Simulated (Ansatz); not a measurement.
Gas-phase electronic energies from Ansatz, PBE0-D4/def2-TZVP geometries. CCSD(T)/CBS is the MP2 limit (def2-TZVPP, def2-QZVPP) plus CCSD(T) − MP2 in def2-TZVPP, frozen cores. This one scheme is used for every species, atoms too. DFT in def2-TZVPP. HSE06 is defined as in plane-wave codes. Open shells (•) are unrestricted, without spin–orbit coupling. Spin–orbit coupling would lower the free atoms: a little for C, Si.

Consider the atomization: `C1[SiH2][SiH2]1` → C• + 6 H• + 2 Si•.

```json
{"level": "BLYP-D4", "ΔE (kcal/mol)": "675.6"}
{"level": "B97M-V", "ΔE (kcal/mol)": "690.8"}
{"level": "HSE06", "ΔE (kcal/mol)": "678.8"}
{"level": "BHLYP", "ΔE (kcal/mol)": "667.7"}
{"level": "HF/def2-SVP", "ΔE (kcal/mol)": "510.3"}
{"level": "SCS-MP2/def2-TZVPP", "ΔE (kcal/mol)": "669.7"}
{"level": "CCSD(T)/def2-TZVPP", "ΔE (kcal/mol)": "667.0"}
{"level": "HF/def2-QZVPP", "ΔE (kcal/mol)": "513.8"}
```

What does CCSD(T)/CBS give? (Estimate.)

Computed: +684.4 kcal/mol. The listed levels differ from it by -8.8, 6.4, -5.6, -16.7, -174.1, -14.7, -17.4, -170.6 kcal/mol.

Largest T1 diagnostic among the species: 0.013.

From PBE to PBE0 (25 % exact exchange), in def2-TZVPP and without D4, ΔE moves by −2.6 kcal/mol: exact exchange takes away binding that semilocal exchange gives to molecules. The D4 term adds +6.8 kcal/mol with B3LYP and +3.5 kcal/mol with PBE0; it sums over pairs of atoms, weighted by their polarisabilities, and B3LYP, whose exchange is more repulsive, gets the larger term.

B3LYP here is the variant with VWN-RPA as its local correlation; programs differ in this.

For atomizations the MP2-based limit and the directly extrapolated one differ by several kJ/mol either way, and by 10 to 25 for some Ge, Se and Sn compounds, so smaller differences from it don't rank the levels.
